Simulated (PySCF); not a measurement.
Cl₂, SMILES ClCl (connectivity only; charge and spin as stated), charge +1, multiplicity 2.

Geometry: PBE0-D3(BJ)/def2-TZVPD.

Two levels are set side by side: PBE/def2-TZVPD (PySCF) and PBE0/def2-TZVPD (PySCF). Same geometry, gas phase. Differences are taken from unrounded values.

```tsv
quantity	PBE0
α-spin orbital gap (eV)	6.38
β-spin orbital gap (eV)	2.55
```

Task: What does PBE give, and how far is it from PBE0? (Estimate from the structure and the level; the computed values follow.)

Result: 
```tsv
quantity	PBE	PBE minus PBE0
α-spin orbital gap (eV)	3.72	-2.66
β-spin orbital gap (eV)	0.10	-2.45
```

Rough cost on one machine, each run with all the roots and properties that it gave: PBE0 against PBE within a factor of 2.
